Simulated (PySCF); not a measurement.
Predicted microwave data (PBE0-D3(BJ)/def2-TZVP geometry optimisation, gas phase in PySCF 2.14.0) for one isomer of C3H8O2:

| Quantity | Value |
| --- | --- |
| Rotational constants | A = 10446, B = 3294, C = 3094 MHz |
| Dipole components | \|μa\| = 0.00 D, \|μb\| = 0.24 D, \|μc\| = 0.00 D |
| Inertial defect | -38.45 u·Å² |
| κ | -0.95 |

Task: Which candidate fits, each taken in the one conformer that was computed?
A. `[CH3:1][O:2][CH2:3][O:4][CH3:5]` with C1–O2–C3–O4 -67°, O2–C3–O4–C5 -67°
B. `[OH:1][CH2:2][CH2:3][CH2:4][OH:5]` with H–O1–C2–C3 -49°, O1–C2–C3–C4 67°, C2–C3–C4–O5 -61°, C3–C4–O5–H -68°

Result: A. It is COCOC, a near-prolate asymmetric top, point group C2. The candidates at the same level (rigid rotor, commonest isotopes):

```json
{"SMILES": "COCOC", "A (MHz)": "10446", "B (MHz)": "3294", "C (MHz)": "3094", "μa (D)": "0.00", "μb (D)": "0.24", "μc (D)": "0.00", "Δ (u·Å²)": "-38.45", "point group": "C2", "rotor": "near-prolate asymmetric top"}
{"SMILES": "OCCCO", "A (MHz)": "7654", "B (MHz)": "3962", "C (MHz)": "2895", "μa (D)": "1.76", "μb (D)": "1.89", "μc (D)": "0.73", "Δ (u·Å²)": "-19.02", "point group": "–", "rotor": "asymmetric top"}
```

`OCCCO` has A 27 % too low. In the right answer the symmetry axis of this C2 structure is b, so μa and μc vanish by symmetry. No structure here is proved a minimum.
